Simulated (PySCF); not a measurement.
PySCF input for H3Si, SMILES [SiH3], multiplicity 2, IEF-PCM-B3LYP/def2-TZVPD. Geometry: B3LYP-D3(BJ)/def2-TZVPD. The isomer is the one that the SMILES or the coordinates give; other isomers of the formula were not compared.

```python
import numpy as np
from pyscf import gto, scf, dft
from pyscf.solvent import pcm

mol = gto.M(
    atom='''
    Si    0.00000000    0.00000000    0.08027930
    H    -1.22222355    0.70565109   -0.37463674
    H     1.22222354    0.70565109   -0.37463674
    H    -0.00000000   -1.41130219   -0.37463674
    ''',
    basis='def2-TZVPD',
    charge=0,
    spin=1,
    max_memory=1600,
    verbose=3,
)
mf = dft.UKS(mol, xc='b3lyp').density_fit(auxbasis='def2-universal-jkfit')
mf.grids.level = 3
mf.conv_tol = 1e-9
mf.max_cycle = 100
mf.kernel()
fine, coarse = mf.grids, dft.Grids(mol).set(level=1).build(with_non0tab=True)
for _ in range(3):  # follow internal instabilities
    mf.grids = coarse
    mo, _, stable, _ = mf.stability(return_status=True, nroots=4)
    mf.grids = fine
    if stable:
        break
    mf.kernel(mf.make_rdm1(mo, mf.mo_occ))
res = {}
for name, eps in {'water': 78.355, 'cyclohexanone': 15.619, 'tetrahydrofuran': 7.4257}.items():
    s = mf.PCM()
    s.with_solvent.method, s.with_solvent.eps, s.with_solvent.lebedev_order = 'IEF-PCM', eps, 29
    s.kernel(mf.make_rdm1())
    res[name] = (s.e_tot, eps, s.dip_moment(), s.mo_energy, s.converged)
    print(f'{name}: electrostatic solvation free energy {(s.e_tot - mf.e_tot) * 627.509474:.3f} kcal/mol')
```

Output:

```

WARN: HOMO -0.173820983107246 >= LUMO -0.173820983107248

converged SCF energy = -291.262779188156  <S^2> = 0.75195019  2S+1 = 2.0019492
<class 'pyscf.df.df_jk.DFUKS'> wavefunction is stable in the internal stability analysis

WARN: PCM is an experimental feature. It is still in testing.
Features and APIs may be changed in the future.

converged SCF energy = -291.26294332822  <S^2> = 0.75194639  2S+1 = 2.0019454
Dipole moment(X, Y, Z, Debye):  0.00000, -0.00002,  0.05623
water: electrostatic solvation free energy -0.103 kcal/mol

WARN: PCM is an experimental feature. It is still in testing.
Features and APIs may be changed in the future.

converged SCF energy = -291.262930585971  <S^2> = 0.75194675  2S+1 = 2.0019458
Dipole moment(X, Y, Z, Debye):  0.00000, -0.00003,  0.05614
cyclohexanone: electrostatic solvation free energy -0.095 kcal/mol

WARN: PCM is an experimental feature. It is still in testing.
Features and APIs may be changed in the future.

converged SCF energy = -291.262914259413  <S^2> = 0.7519472  2S+1 = 2.0019463
Dipole moment(X, Y, Z, Debye):  0.00000, -0.00003,  0.05608
tetrahydrofuran: electrostatic solvation free energy -0.085 kcal/mol
```

The calculation finished and met its thresholds.
